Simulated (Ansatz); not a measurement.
Input file:

```yaml
crystal:
  periodic: [false, false, false]
  atoms:
    - {symbol: N, position_ang: [-0.029403, -0.124684, 0.668819]}
    - {symbol: C, position_ang: [0.115997, 0.092535, -0.749430]}
    - {symbol: H, position_ang: [-0.234853, 0.791963, 1.094849]}
    - {symbol: H, position_ang: [-0.738777, -0.161960, -1.458726]}
basis:
  gaussian: {orbitals: cc-pVDZ}
magnetization: {spin_polarized: false, initial_magnetization: 3}
hamiltonian: {pseudopotentials: {relativity: scalar}}
correlation: {method: sc_nevpt2, electrons: all, active_space: {window: {electrons: 3, orbitals: 9}}}
scf: {lower_state_search: full}
output: {forces: true}
```

```sh
$ ansatz run in.yaml --threads 1 --pin off --events-out ev --progress --plain --max-ram 2393MiB
```

Log:

```
359 factors; integrals over basis functions are off by at most 1.0e-3 eV
mean field evaluation 1: about -2538.7552 eV, gradient 1.3e1 eV
mean field evaluation 2: about -2538.7562 eV, gradient 1.3e1 eV
mean field evaluation 4: about -2540.1758 eV, gradient 1.4e0 eV
mean field evaluation 8: about -2540.2186 eV, gradient 2.1e-1 eV
mean field evaluation 16: about -2480.5133 eV, gradient 7.2e1 eV
mean field evaluation 32: about -2494.9598 eV, gradient 8.4e1 eV
mean field evaluation 64: about -2533.9366 eV, gradient 2.4e1 eV
mean field evaluation 96: about -2540.2224 eV, gradient 1.6e-3 eV
mean field -2540.22237898 eV, -93.3514506030 hartree, gradient 3.3e-6 eV, S^2 3.750000; 5 other end points of the search recorded, 0 dependent functions left out
reference -2540.22237898 eV, -93.3514506030 hartree; 9, 6 occupied and 29, 32 virtual orbitals, 359 factors
state -2540.40461682 eV, -93.3581477199 hartree
state -2540.40461682 eV, -93.3581477199 hartree; corrected -2546.24541777 eV, -93.5727931958 hartree
the calculation of the forces begins
Total energy: -2546.24541777 eV, -93.5727931958 hartree
Relativity: scalar
Atom 0 at    -0.029403    -0.124684     0.668819 Å, force     0.103378     0.058104     0.056082 eV/Å
Atom 1 at     0.115997     0.092535    -0.749430 Å, force    -1.221535    -0.438163    -0.911629 eV/Å
Atom 2 at    -0.234853     0.791963     1.094849 Å, force    -0.025489     0.003925     0.055318 eV/Å
Atom 3 at    -0.738777    -0.161960    -1.458726 Å, force     1.143646     0.376134     0.800229 eV/Å
Dipole moment:    -0.134810     0.253777    -0.010831 e Å
```

Forces (eV/Å):
```
N    0.103  0.058  0.056
C   -1.222 -0.438 -0.912
H   -0.025  0.004  0.055
H    1.144  0.376  0.800
```

Ran on 1 thread of Arm Neoverse V1, shared host: 1.7 s wall, 0.08 GiB peak host memory.
